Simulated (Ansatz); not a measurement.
We consider BiOCl (P4/nmm, No. 129), described by PBEsol+SOC (Ansatz, a first-principles code, PAW).

Settings: plane-wave cutoff 520 eV, 10×10×6 k mesh (along the axes of the cell as run), Fermi–Dirac smearing 0.01 eV, PAW data made under PBE.

Cell (measured lattice):

```yaml
crystal:
  lattice:
    - [3.88551, 0.00000, 0.00000]
    - [0.00000, 3.88551, 0.00000]
    - [0.00000, 0.00000, 7.34890]
  atoms:
    - { symbol: Bi, position: [0.50000, 0.00000, 0.32904] }
    - { symbol: Bi, position: [0.00000, 0.50000, 0.67096] }
    - { symbol: Cl, position: [0.00000, 0.50000, 0.14720] }
    - { symbol: Cl, position: [0.50000, 0.00000, 0.85280] }
    - { symbol: O, position: [0.00000, 0.00000, 0.50000] }
    - { symbol: O, position: [0.50000, 0.50000, 0.50000] }
```

**Question.** Estimate the band gap, smallest direct gap on the k points sampled and direct gap at Γ that the calculation returns.

**Answer.** 
- band gap: 2.22 eV (indirect)
- smallest direct gap on the k points sampled: 2.60 eV
- direct gap at Γ: 3.46 eV

Note: cell and atoms aren't relaxed at this level (largest force component 0.21 eV/Å).

Computing time: roughly 7 core-minutes.
